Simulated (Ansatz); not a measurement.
```xyz
4

O    -0.022   -0.341    1.339
S    -0.503   -0.108    0.024
F     0.485   -0.871   -0.958
F     0.039    1.321   -0.406
```

Total charge 0; spin multiplicity 1.

(1) List the PBE0/def2-TZVPP orbital energies in eV (Ansatz 0.2.0). (Estimate.)

## Answers

(1) Computed: Occupied: -2428.66, -675.62, -675.62, -523.98, -223.28, -167.16, -167.13, -166.91, -36.34, -34.76, -30.88, -20.45, -16.90, -15.88, -15.15, -13.90, -13.68, -12.99, -11.78, -11.05, -9.66. Lowest empty: -1.14, 0.10, 2.11, 5.89, 6.48, 6.99, 8.94, 9.40.
